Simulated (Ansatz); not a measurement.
**hcp Ta (model structure)**

These are HSE06 (plane waves, PAW; Ansatz, a first-principles code) values and carry that method's errors.

Numerical settings: plane-wave cutoff 500 eV, 12×12×6 k mesh (along the axes of the cell as run), Fermi–Dirac smearing 0.1 eV, scalar-relativistic PAW data made under PBE.

Cell (relaxed at this level):

```yaml
crystal:
  lattice:
    - [1.44523, -2.50321, 0.00000]
    - [1.44523, 2.50321, 0.00000]
    - [0.00000, 0.00000, 5.12183]
  atoms:
    - { symbol: Ta, position: [0.33333, 0.66667, 0.25000] }
    - { symbol: Ta, position: [0.66667, 0.33333, 0.75000] }
```

* **band gap**: zero (no gap)

Note: exact exchange on metals is sensitive to the k mesh and can open a false gap; the relaxation could raise the start's symmetry but not lower it, so the cell can be a saddle point.

Spin–orbit coupling is not included.

Static lattice: no zero-point or thermal effects.

Computing time: about 10 core-minutes (a rough figure).

A model structure was made by putting elements into a prototype or built by hand; it is no filed structure, need not be a known phase, and can be a saddle point held by its symmetry.
